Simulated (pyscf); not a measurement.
# Four-centre exchange: `[F][N]([F])[F]` + `[F][SiH3]` → `[FH]` + `[F][SiH2][N]([F])[F]`

Gas phase, singlet surface, charge 0. Bonds broken: F1–N2, Si6–H7. Bonds formed: F1–H7, N2–Si6. Structures and frequencies: ωB97X-D3(BJ)/def2-SVP in PySCF.

Transition state (Å):

```xyz
9

F     -1.2658     0.0383     1.5190
N     -1.7634    -1.0367    -0.0918
F     -0.8383    -1.9445     0.0647
F     -2.8408    -1.5720     0.4319
F     -0.0074     0.2808    -1.8104
Si     0.0339     1.4618    -0.6652
H     -0.7134     0.7486     0.8490
H     -0.7264     2.6286    -1.2135
H      1.4711     1.8438    -0.4946
```

One imaginary mode, 1672i cm⁻¹; descent along it reached the two sides named.

```
bond    change  reactant side (Å)  saddle  product side
------  ------  -----------------  ------  ------------
F1–N2   breaks              1.361   1.999           2.9
Si6–H7  breaks              1.485   1.833           2.8
F1–H7    forms                3.3   1.122         0.934
N2–Si6   forms                3.6     3.1         1.851
```

Electronic energies relative to the separated reactants (kcal/mol):

| level | barrier | reaction energy |
|---|---|---|
| ωB97X-D3(BJ)/def2-TZVP | 78.8 | -47.1 |
| PBE/def2-TZVP | 48.6 | -41.8 |
| r²SCAN/def2-TZVP | 56.5 | -44.1 |
| B3LYP-D3(BJ)/def2-TZVP | 61.9 | -47.7 |
| PBE0-D3(BJ)/def2-TZVP | 66.4 | -45.8 |
| M06-2X/def2-TZVP | 79.1 | -51.1 |
| ωB97M-D3(BJ)/def2-TZVP | 76.0 | -48.0 |
| HF/def2-TZVP | 119.4 | -50.5 |

With ωB97M-D3(BJ)/def2-TZVP energies and thermal terms (ideal gas, 1 atm, RRHO with modes under 100 cm⁻¹ raised to 100, one conformer, R ln 2 for rigid chiral ones), in kcal/mol:

| T (K) | ΔH‡ | ΔG‡ | ΔH | ΔG |
|---|---|---|---|---|
| 298 | 73.2 | 82.0 | -46.9 | -46.9 |
| 600 | 74.6 | 90.3 | -45.9 | -47.4 |
| 900 | 75.7 | 97.9 | -45.3 | -48.3 |
| 1200 | 76.7 | 105.1 | -45.1 | -49.4 |

The same reactants have a lower exit, to F–SiH₂–F + F–NH–F (barrier +58.5 kcal/mol at ωB97M-D3(BJ), against +76.0 kcal/mol here). F–SiH₂–N(F)–F lies 207.4 kcal/mol over its isomer H₂N–Si(F)(F)–F, and others may lie lower still (electronic energy, ωB97M-D3(BJ)). One saddle was located; it need not be the lowest between these sides. One closed-shell reference is unstable to symmetry breaking; treat the single-reference values with care.
